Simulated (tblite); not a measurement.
# F3H7N: the cost of one run

Computed with tblite 0.8.0 and PySCF 2.14.0; each step states its level. No surroundings beyond the atoms listed, unless a continuum is named. Atoms count from 0, parts from 1.

## 1. Starting point

11 atoms, charge 1, multiplicity 1; geometry: rigid parts in contact. Parts: 1 = atoms 0–4, `[NH4+]`, charge 1; 2 = atoms 5–6, `F`, charge 0; 3 = atoms 7–8, `F`, charge 0; 4 = atoms 9–10, `F`, charge 0.

## 2. Bringing the parts together with GFN2-xTB

Job settings and geometry (Å):

```
{"job": {"kind": "dock", "xc": "GFN2-xTB", "basis": "xTB"}, "charge": 1, "multiplicity": 1, "parts": [{"atoms": "0-4", "charge": 1, "multiplicity": 1}, {"atoms": "5-6", "charge": 0, "multiplicity": 1}, {"atoms": "7-8", "charge": 0, "multiplicity": 1}, {"atoms": "9-10", "charge": 0, "multiplicity": 1}]}
N      0.094519    -0.083451     0.005323
H      0.608166     0.665007    -0.479800
H      0.743536    -0.709778     0.490331
H     -0.498650    -0.592985    -0.655197
H     -0.526236     0.325644     0.717270
F     -1.014060    -1.111734     2.210086
H     -1.468507    -1.573233     2.883725
F      1.591825     2.266888     0.010556
H      2.132290     3.018455     0.147914
F     -2.451205     0.651341    -0.518165
H     -3.334325     0.898589    -0.699055
```

Method: GFN2-xTB search for minima from random contacts, gas phase.

Started as:

```sh
OMP_NUM_THREADS=1 python cluster_run.py task.json out
```

This one command runs all jobs of the session in turn.

**Question.** How long does this first job take on 1 thread of Arm Neoverse V1, shared host?

About 4.9 s.
